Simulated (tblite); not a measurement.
Compound: C5H11P.
Structure used (GFN2-xTB), in Å, numbered top down from 1:
```
atom  x, y, z in Å
C1    -1.920   -0.758    0.481
P2    -0.590    0.504    0.745
C3    -1.120    1.715   -0.554
C4     0.731   -0.329   -0.225
C5     1.719   -1.186    0.513
C6     2.148    0.132   -0.038
H7    -1.672   -1.656    1.043
H8    -2.021   -1.007   -0.575
H9    -2.864   -0.365    0.853
H10   -2.029    2.215   -0.226
H11   -0.339    2.462   -0.680
H12   -1.302    1.216   -1.505
H13    0.440   -0.651   -1.221
H14    2.074   -2.088    0.036
H15    1.609   -1.275    1.584
H16    2.800    0.147   -0.899
H17    2.328    0.938    0.659
```

Calculated harmonic vibrations of the isolated species, GFN2-xTB (tblite), most abundant isotopes, no scaling. The method is semi-empirical: single wavenumbers can be off by several per cent or more. One conformer, not necessarily the lowest.

Harmonic wavenumbers (cm⁻¹): 49.9, 140.6, 170.7, 179.5, 208.8, 250.8, 330.4, 334.0, 652.3, 707.6, 738.2, 804.2, 813.0, 827.0, 863.2, 887.8, 933.9, 967.3, 994.8, 1035.1, 1068.9, 1069.6, 1086.5, 1152.4, 1216.8, 1317.5, 1317.8, 1331.3, 1436.2, 1440.4, 1450.7, 1454.0, 1462.1, 1481.4, 2975.0, 2983.5, 2989.5, 3010.7, 3016.4, 3018.9, 3020.1, 3077.0, 3077.9, 3079.4, 3095.8.

A = 4655, B = 2046, C = 1638 MHz; mass 102.060 u (most abundant isotopes); point group Cs, symmetry number 1.

Question: What is the zero-point energy?

Answer: ½Σν̃ = 31759 cm⁻¹ = 379.93 kJ/mol.

Question: What is S at 400 K and 1 bar for an ideal gas of classical rigid rotors and harmonic oscillators?

Answer: Translation 172.65, rotation 118.41, vibration 123.78: S = 414.8 J/(mol K).

Question: And Cp and H(400 K) − H(0)?

Answer: Cp = 169.78 J/(mol K), of which vibrations give 136.52 (their classical limit is 45 R = 374.2); H(400 K) − H(0) = 39.84 kJ/mol without the zero-point energy, 26.53 from vibrations.

Question: What must be added to the electronic energy to get the Gibbs energy at 400 K and 1 bar?

Answer: ZPE + [H(400 K) − H(0)] − T·S = 379.93 + 39.84 − 165.94 = 253.83 kJ/mol.

Question: Which modes carry the vibrational entropy at 400 K?

Answer: 49.9 cm⁻¹: 22.61; 140.6 cm⁻¹: 14.07; 170.7 cm⁻¹: 12.50; 179.5 cm⁻¹: 12.09; 208.8 cm⁻¹: 10.89; 250.8 cm⁻¹: 9.45 J/(mol K); the other 39 give 42.17 together.

Question: Blend soft modes into free rotors: weight 1/[1 + (100 cm⁻¹/ν̃)⁴] for the oscillator and the rest for a rotor with moment μB/(μ + B), μ = h/(8π²ν), B = 10⁻⁴⁴ kg m². What vibrational entropy results?

Answer: 116.83 J/(mol K) in place of 123.78, which changes −T·S at 400 K by +2.78 kJ/mol.

Hindered rotation and anharmonicity are outside this model. Other conformers, if any are populated, would add a mixing term that is left out.
